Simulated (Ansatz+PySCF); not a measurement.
Results of a calculation; reference values are marked as such.
This PySCF input gave a total energy of -740.16839 hartree.

```python
from pyscf import gto, scf, cc

mol = gto.M(atom="""
Si 0.000000 0.000000 0.000000
Cl 0.744110 0.992140 2.148050
""", basis='sto-3g', charge=0, spin=1)
mf = scf.UHF(mol)
mf.kernel()
mycc = cc.CCSD(mf, frozen=10).run()
et = mycc.ccsd_t()
print(mf.e_tot, mycc.e_corr, et, mycc.e_tot + et)
```

Question: Write an input for Ansatz with the same method and basis set.

Answer:

```yaml
crystal:
  periodic: [false, false, false]
  atoms:
    - { symbol: Si, position_ang: [0.0, 0.0, 0.0] }
    - { symbol: Cl, position_ang: [0.74411, 0.99214, 2.14805] }
basis:
  gaussian: { orbitals: STO-3G }
magnetization:
  spin_polarized: true
  initial_magnetization: 1
hamiltonian:
  xc: hf
correlation:
  method: ccsd_t
  frozen_orbitals: { Cl: 5, Si: 5 }
scf:
  omitted_lower_state_checks: [stability, starts, atomic_configurations, cluster_reference, orbital_swaps, given_window_search, neighbouring_geometries, increment]
```

Ansatz (development build ahead of 0.2.0) gave -740.16839 hartree, 0.00 meV from the first.
